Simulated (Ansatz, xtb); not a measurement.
Molecule: HO₂, charge 0, multiplicity 2. It need not be the lowest isomer of its formula. 
Coordinates optimised at B3LYP-D3(BJ)/def2-TZVP (Ansatz, a quantum-chemistry and plane-wave program):
SMILES: [O]O
```xyz
3

O      0.0587     0.7153    -0.0516
O      0.0423    -0.6096    -0.0011
H     -0.8076    -0.8455     0.4215
```
Charge 0, spin multiplicity 2.

Harmonic wavenumbers from GFN2-xTB (xtb, at its own minimum), cm⁻¹: 1281, 1326, 3221.

Q: Give the harmonic wavenumbers at B3LYP-D3(BJ)/def2-TZVP (Ansatz, finite differences of forces, unscaled).

A: 1163, 1430, 3570 cm⁻¹. Zero-point energy 8.8 kcal/mol.

Q: From these and the geometry, give the ideal-gas thermochemistry at 298.15 K and 1 atm (rigid rotor, harmonic oscillator).

A: Point group Cs, rotational symmetry number 1. Rotational constants 619.4, 33.8, 32.05 GHz. S(trans) 36.41, S(rot) 16.82, S(vib) 0.06, S(elec, spin only) 1.38, S 54.7 cal/(mol K). H(298) - H(0) 2.39 kcal/mol; G - E(el) -5.1 kcal/mol.
